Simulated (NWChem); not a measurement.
# singlet [HO2]− at 6 levels

Wanted: a comparison of 6 runs (HF/STO-3G, B3LYP/6-31G*, B3LYP/def2-TZVPPD, PBE0/def2-TZVPPD, r2SCAN/def2-TZVPPD) of singlet [HO2]−. 

Program for the calculation: NWChem 7.3.0.

3 further runs of the same task are left out: 3 set aside as unsound or not needed.

## (1) The system as given

The species is [HO2]− (3 atoms), meant as a singlet with charge -1. SMILES of the parent species: `[O]O`. The coordinates come from a PBE0-D4/def2-TZVP relaxation. That shape belongs to the parent species and isn't relaxed for this state.

Bond lengths: O1–O2 1.309 Å, O2–H3 0.975 Å. Angles: O1–O2–H3 105.8°.

## (2) The energy at HF/STO-3G (run 1)

mymol.xyz reads:

```xyz
3

O     -0.355150     0.941950    -0.088650
O     -0.244540    -0.359400    -0.172440
H      0.599690    -0.582550     0.261090
```

mymol.nw reads:

```
start mymol
memory 2200 mb
charge -1
geometry noautosym nocenter noautoz
   load format xyz mymol.xyz
end
basis spherical bse
   * library STO-3G
end
scf
   nopen 0
   rhf
   thresh 1e-08
   maxiter 80
   print medium
end
task scf energy
```

Launch:

```bash
$ nwchem mymol.nw > mymol.out
```

Output:

```text
[...]
  functions       =    11
[...]
  wavefunction    = RHF
[...]
         Total SCF energy =   -147.912401022184
      One-electron energy =   -279.525450127566
      Two-electron energy =     99.082489843276
 Nuclear repulsion energy =     32.530559262107
        Time for solution =      0.0s
[...]
```

Wall time 0.6 s (1 thread of Intel Xeon 6975P-C (Granite Rapids), shared host); peak memory 0.097 GiB.

## (3) The energy at B3LYP/6-31G(d) (spherical functions) (run 2)

ho2.nw reads:

```
echo
start ho2
memory 2200 mb
charge -1

geometry units angstrom noautosym nocenter noautoz
  O     -0.355150     0.941950    -0.088650
  O     -0.244540    -0.359400    -0.172440
  H      0.599690    -0.582550     0.261090
end

basis spherical bse
  * library 6-31G*
end

dft
  xc b3lyp
  grid xfine
  convergence energy 1e-08
  maxiter 100
  mulliken
  print low
end

task dft energy
```

Launch:

```bash
$ nwchem ho2.nw > ho2.out
```

Output:

```text
[...]
 d= 0,ls=0.0,diis     1   -150.6827580513 -1.83D+02  4.73D-02  1.84D+00     0.3
[...]
 d= 0,ls=0.0,diis     8   -150.8587289127 -1.56D-09  4.63D-06  2.09D-08     1.6
         Total DFT energy =     -150.858728912678
      One electron energy =     -278.870469925844
           Coulomb energy =      113.367633515941
    Exchange-Corr. energy =      -17.886451764882
 Nuclear repulsion energy =       32.530559262107
[...]
      Total Density - Mulliken Population Analysis
     ---------------------------------------------
    Atom       Charge   Shell Charges
 -----------   ------   -------------------------------------------------------
    1 O    8     8.76   2.00  0.89  2.84  1.02  1.98  0.03
    2 O    8     8.51   2.00  0.91  2.89  0.91  1.74  0.05
    3 H    1     0.74   0.51  0.22
[...]
```

Wall time 2.2 s (1 thread of Intel Xeon 6975P-C (Granite Rapids), shared host); peak memory 0.11 GiB.

Run 3 isn't shown in full; the table further down has it.

## (4) The energy at B3LYP/def2-TZVPPD (run 4)

a.xyz reads:

```xyz
3

O     -0.355150     0.941950    -0.088650
O     -0.244540    -0.359400    -0.172440
H      0.599690    -0.582550     0.261090
```

a.nw reads:

```
start a
memory total 2200 mb
charge -1
geometry noautosym nocenter noautoz
load format xyz a.xyz
end
basis "ao basis" spherical bse
* library def2-TZVPPD
end
dft
xc b3lyp
grid fine
convergence energy 1e-08
iterations 100
mulliken
end
task dft energy
```

Launch:

```bash
$ nwchem a.nw > a.out
```

Output:

```text
[...]
          Wavefunction type:  closed shell.
          No. of atoms     :     3
          No. of electrons :    18
[...]
          Charge           :    -1
          Spin multiplicity:     1
[...]
          AO basis - number of functions:    97
[...]
              XC Information
              --------------
                         B3LYP Method XC Potential
                     Hartree-Fock (Exact) Exchange  0.200
                        Slater Exchange Functional  0.800 local
                    Becke 1988 Exchange Functional  0.720 non-local
              Lee-Yang-Parr Correlation Functional  0.810
                  VWN I RPA Correlation Functional  0.190 local
[...]
 d= 0,ls=0.0,diis     1   -149.6836857114 -1.82D+02  3.02D+00  8.95D+00     0.8
[...]
 d= 0,ls=0.0,diis    12   -150.9956608760 -9.66D-10  4.56D-07  2.02D-10     7.8
         Total DFT energy =     -150.995660875960
      One electron energy =     -277.736697880369
           Coulomb energy =      111.955252739649
    Exchange-Corr. energy =      -17.744774997346
 Nuclear repulsion energy =       32.530559262107
[...]
      Total Density - Mulliken Population Analysis
     ---------------------------------------------
    Atom       Charge   Shell Charges
 -----------   ------   -------------------------------------------------------
    1 O    8     8.89   0.79  1.18  0.61  0.90  0.46  0.07  1.85  1.78  0.96  0.29  0.00  0.03 -0.03  0.00
    2 O    8     8.22   0.79  1.18  0.61  0.88  0.32  0.04  1.89  1.76  0.67  0.01  0.00  0.05  0.01  0.00
    3 H    1     0.88   0.27  0.42  0.06  0.02  0.06  0.04  0.01
[...]
```

Run time: 8.4 s. Hardware: 1 thread of Intel Xeon 6975P-C (Granite Rapids), shared host; peak memory 0.11 GiB.

Run 5 isn't shown in full; the table further down has it.

## (5) A single-point energy at r2SCAN/def2-TZVPPD (run 6)

sp.xyz reads:

```xyz
3
HO2 energy
O     -0.355150     0.941950    -0.088650
O     -0.244540    -0.359400    -0.172440
H      0.599690    -0.582550     0.261090
```

sp.nw reads:

```
start sp
title "HO2 energy"
memory stack 880 mb heap 220 mb global 1100 mb
charge -1

geometry units angstroms noautosym nocenter noautoz
  load sp.xyz
end

basis spherical bse
  * library def2-TZVPPD
end

dft
  xc r2scan
  grid fine
  convergence energy 1e-08
  iterations 100
  mulliken
  noprint "final vectors analysis"
end

task dft
```

Launch:

```bash
$ nwchem sp.nw > sp.out
```

Output:

```text
[...]
          Wavefunction type:  closed shell.
          No. of atoms     :     3
          No. of electrons :    18
[...]
          Charge           :    -1
          Spin multiplicity:     1
[...]
          AO basis - number of functions:    97
[...]
              XC Information
              --------------
                      r^2SCAN Method XC Functional
               r^2SCAN metaGGA Exchange Functional  1.000
                     r^2SCAN Correlation Potential  1.000
[...]
 d= 0,ls=0.0,diis     1   -149.6169200185 -1.82D+02  3.02D+00  8.63D+00     0.9
[...]
 d= 0,ls=0.0,diis    12   -150.9133338265 -1.56D-09  2.63D-07  7.19D-10     8.8
         Total DFT energy =     -150.913333826521
      One electron energy =     -277.720932020356
           Coulomb energy =      111.940643683969
    Exchange-Corr. energy =      -17.663604752240
 Nuclear repulsion energy =       32.530559262107
[...]
      Total Density - Mulliken Population Analysis
     ---------------------------------------------
    Atom       Charge   Shell Charges
 -----------   ------   -------------------------------------------------------
    1 O    8     8.94   0.79  1.18  0.61  0.91  0.47  0.07  1.83  1.82  0.95  0.29  0.00  0.03 -0.03  0.00
    2 O    8     8.19   0.79  1.18  0.61  0.90  0.33  0.03  1.87  1.81  0.64  0.01  0.00  0.05 -0.01  0.00
    3 H    1     0.87   0.27  0.42  0.06  0.02  0.06  0.03  0.01
[...]
```

Run time: 9.6 s. Hardware: 1 thread of Intel Xeon 6975P-C (Granite Rapids), shared host; peak memory 0.11 GiB.

## (6) Overview of the runs

```
run                               level  iteration cap  module  energy (Eh)  HOMO energy (eV)  LUMO energy (eV)  HOMO–LUMO gap (eV)  wall time
  1                           HF/STO-3G             80     scf  -147.912401              6.41             27.17               20.76      0.6 s
  2  B3LYP/6-31G* (spherical functions)            100     dft  -150.858729                 –                 –                   –      2.2 s
  3  B3LYP/6-31G* (Cartesian functions)            100     dft  -150.863494              4.85              9.04                4.19      2.3 s
  4                   B3LYP/def2-TZVPPD            100     dft  -150.995661              2.32              4.60                2.28      8.4 s
  5                    PBE0/def2-TZVPPD            100     dft  -150.830091              2.20              4.87                2.67      8.4 s
  6                  r2SCAN/def2-TZVPPD            100     dft  -150.913334                 –                 –                   –      9.6 s
```

## (7) Outcome

| quantity | value |
| --- | --- |
| run 6: total energy | -150.91333 Eh |

Over runs 1, 3, 4, 5 the HOMO–LUMO gap runs from 2.28 eV (B3LYP/def2-TZVPPD) to 20.76 eV (HF/STO-3G). The two ends differ in method and basis. The empty levels of an anion lie above zero and hang on the basis. Totals of different functionals can't be ranked against each other. In runs 1, 3, 4, 5 the HOMO lies above zero, so the outermost electron may be held by the basis alone. In run 1 the basis is minimal, so the values are rough. All runs together took 31 s, the longest 9.6 s.
